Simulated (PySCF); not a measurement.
Gas-phase reaction: SiCl₃ + 3 HCl + 2 Si → 3 SiHCl₂

Computed with PySCF and rigid-rotor harmonic-oscillator thermochemistry at 1 bar. † marks an energy on the PBE0/def2-TZVP geometry and frequencies. MP2 and CCSD(T) freeze the core. Open shells (unrestricted): SiCl₃ (multiplicity 2), Si (multiplicity 3, electronic degeneracy 9), SiHCl₂ (multiplicity 2); the rest are closed-shell singlets. Spin-orbit splitting is ignored; it lowers the true energy and changes the entropy of Si. B3LYP is the form with VWN-RPA correlation. SiHCl₂: computed as isolated molecules; such fragments, hydroxides, amides, oligomers or adducts are transient or little studied in the gas. MP2 isn't extrapolated to the basis-set limit; its ΔH°(298 K) is -690.6 kJ in def2-SVP and -751.2 kJ in def2-TZVPP. CCSD(T) isn't extrapolated to the basis-set limit; its ΔH°(298 K) is -651.3 kJ in def2-SVP and -709.9 kJ in def2-TZVPP. The harmonic model lacks anharmonicity and excited electronic states, which grow with temperature; levels with a mode under 35 cm⁻¹ are left out.

```csv
level,"ΔE electronic, kJ","ΔH°(298 K), kJ","ΔS°(298 K), J/K","ΔG°(1800 K), kJ"
B3LYP/def2-TZVP†,-754,-749,-328,-155
CCSD(T)/def2-SVP†,-656,-651,-328,-57
CCSD(T)/def2-TZVPP†,-715,-710,-328,-116
HF/def2-TZVP†,-648,-643,-328,-49
MP2/def2-SVP†,-696,-691,-328,-97
PBE/def2-TZVP†,-784,-779,-328,-185
PBE0/def2-SVP†,-767,-762,-328,-168
LDA/def2-TZVP†,-881,-876,-328,-282
```
ΔH° is lowest at LDA/def2-TZVP† and highest at HF/def2-TZVP†. No reference value is set beside these.
